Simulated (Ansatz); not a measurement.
Relaxation of H2LiMgN (5 atoms, charge 0, multiplicity 1), to a largest force component of 0.015 eV/Å in at most 40 steps.

Computed with Ansatz 0.2.0, RKS PBE-D4/6-31G*.

```xyz
5
Properties=species:S:1:pos:R:3
Li -2.070 0.047 0.624
N -0.560 -0.447 -0.012
Mg 1.246 0.077 0.005
H -0.634 -1.221 -0.683
H 2.684 -0.749 -0.034
```

Task: Where does it end, and by what steps?

Result: The run converged. After 9 steps the energy has fallen by 0.456 eV; H5 moved furthest, 0.59 Å.

```csv
step,energy less start (eV),largest force component (eV/Å),accepted
0,0.0000,0.981,yes
1,-0.2408,0.520,yes
2,-0.3785,0.270,yes
3,-0.3750,1.609,no
4,-0.4182,0.151,yes
5,-0.4434,0.131,yes
6,-0.4546,0.058,yes
7,-0.4557,0.050,yes
8,-0.4559,0.027,yes
9,-0.4559,0.011,yes
```

```xyz
5
Properties=species:S:1:pos:R:3
Li -1.942 0.269 0.764
N -0.649 -0.561 -0.121
Mg 1.267 -0.489 -0.061
H -0.989 -1.235 -0.829
H 2.980 -0.277 0.147
```

Run time: 13 s on 1 thread of Arm Neoverse V2, with other jobs on the host, peak memory 0.12 GiB.
